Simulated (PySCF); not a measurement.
# Assignment exercise: C$_{3}$H$_{5}$N$_{3}$

Mapped SMILES: `[CH3:1][n:2]1[n:3][cH:4][cH:5][n:6]1`; H(Xn) means a hydrogen on atom n.

All values are calculated (PySCF): geometry from GFN2-xTB, NMR shieldings at PBE0/pcSseg-1/GIAO, J: B3LYP/pcJ-1 (spin–dipole term only in couplings to heteroatoms). Isolated molecule, one computed conformer, equivalent nuclei averaged, no relativistic terms.

δ = σ(ref) − σ, references computed at the same level: 13C and 1H against TMS.

Q: Assign these signals to the numbered atoms. 13C{1H} NMR (computed): δ 138.4, 41.6.

A: 
| δ (ppm) | atoms | environment | reason |
| --- | --- | --- | --- |
| 138.4 | C4/C5 | aromatic CH next to a ring nitrogen | – |
| 41.6 | C1 | methyl carbon bonded to N | the inductive effect lowers its shielding |

Q: Assign these signals to the numbered atoms. 1H NMR (300 MHz, computed): δ 7.62 (s, 2H), 4.28 (s, 3H).

A: 
```tsv
δ (ppm)	atoms	environment	reason
7.62	H(C4)/H(C5)	hydrogen on an aromatic CH next to a ring nitrogen	aromatic region
4.28	H(C1)	hydrogen on a methyl carbon bonded to N	its carbon carries N, an electronegative neighbour
```

Shifts are as computed. Against solution values, carbons near 30 ppm lie about +3 ppm off and those near 130 ppm about +5 ppm. Of 1211 compounds with measured shifts, 218 miss one by over three times the rms of a fit or turn the order of signals round; such compounds aren't used in these exercises.
